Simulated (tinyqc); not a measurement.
Inside a calculation. Method: Born-Oppenheimer dynamics on the LDA (VWN5)/sto-3g surface (energies and gradients from PySCF), for H3O+, spin multiplicity 1. Computed by tinyqc, a small Python program that keeps every step (integrals from PySCF). Settings: charge = 1, multiplicity = 1, basis = sto-3g, functional = lda,vwn, time step (fs) = 2.0, steps = 16. Command: `OMP_NUM_THREADS=1 python tinyqc.py 20850 20851 out.jsonl` (the two numbers bound the seeds that draw the settings). One thread of a shared host (Intel(R) Xeon(R) Processor @ 2.60GHz), about 7 s of CPU time with the checks.

positions (bohr), order 1O, 2H, 3H, 4H:
```
[[-0.026456, -0.062361, 0.578256],
 [1.693195, 0.049133, -0.028346],
 [-0.918407, 1.490994, 0.037795],
 [-0.869274, -1.400287, -0.015118]]
```

The total energy should stay constant up to terms of order dt^2; the step counts as short enough if it moves by less than 2 % of the largest kinetic energy.

Trajectory:
```
time (fs)  1O-2H (angstrom)  potential (hartree)  kinetic (hartree)  total (hartree)
0.000000           0.966759         -75.08861247         0.00023398     -75.08837850
2.000000           1.029069         -75.11098173         0.01176047     -75.09922126
4.000000           1.090219         -75.09497877         0.00064980     -75.09432897
6.000000           1.062044         -75.10894480         0.01081427     -75.09813053
8.000000           0.980843         -75.09443128         0.00151230     -75.09291899
10.000000          0.995810         -75.10951169         0.00830885     -75.10120284
12.000000          1.082473         -75.10029611         0.00248437     -75.09781174
14.000000          1.092128         -75.10551887         0.00638541     -75.09913346
16.000000          1.010070         -75.10389986         0.00488477     -75.09901509
18.000000          0.958104         -75.10312341         0.00423260     -75.09889081
20.000000          1.070237         -75.10641544         0.00623065     -75.10018478
22.000000          1.116337         -75.10101599         0.00266568     -75.09835031
24.000000          1.035390         -75.10997308         0.00840154     -75.10157154
26.000000          0.930879         -75.09619876         0.00159811     -75.09460065
28.000000          1.063991         -75.11002972         0.00880850     -75.10122121
30.000000          1.129193         -75.09777147         0.00063485     -75.09713662
32.000000          1.048458         -75.11117579         0.00968334     -75.10149245
```

Is the time step short enough?

No. The total energy moves within 1.3e-02 hartree; that is over 2 % of the largest kinetic energy, so the time step is too long.
